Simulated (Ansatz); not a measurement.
Species: C$_{2}$H$_{6}$N, net charge 0, doublet state. It need not be the lowest isomer of its formula. 
Geometry from a B3LYP-D3(BJ)/def2-TZVP (Ansatz, a quantum-chemistry and plane-wave program) optimisation:
SMILES: C[N]C
```xyz
9

C     -0.0072    -0.1765     1.1888
N      0.0467     0.6303     0.0038
C     -0.0178    -0.1612    -1.1908
H      0.8224    -0.8999     1.2161
H      0.0434     0.4479     2.0804
H     -0.9339    -0.7700     1.2248
H      0.8114    -0.8842    -1.2349
H      0.0249     0.4745    -2.0748
H     -0.9449    -0.7542    -1.2262
```
Charge 0, spin multiplicity 2.

Wanted: atomisation energy (electronic, to ground-state atoms), in kJ/mol. Cores are frozen in the correlated levels unless marked. UHF or UKS for open shells. Spin-orbit coupling is left out. Non-relativistic. The coupled-cluster limit lacks core correlation, which all-electron functionals hold. CBS marks a two-point X^-3 extrapolation of the correlation energy; Hartree-Fock from the larger set. [CCSD(T)-MP2]/basis is that difference in the basis named.

| level | program | atomisation energy (kJ/mol) |
|---|---|---|
| HF/cc-pVTZ | Ansatz | 2349.0 |
| BLYP-D3(BJ)/def2-TZVPD | Ansatz + dftd3 | 3241.1 |

Q: Estimate the value at RI-MP2/CBS(cc-pVTZ,cc-pVQZ)+[CCSD(T)-MP2]/cc-pVTZ as computed with Ansatz.

A: 3210.4 kJ/mol, so BLYP-D3(BJ)/def2-TZVPD differs from it by 30.7 kJ/mol.
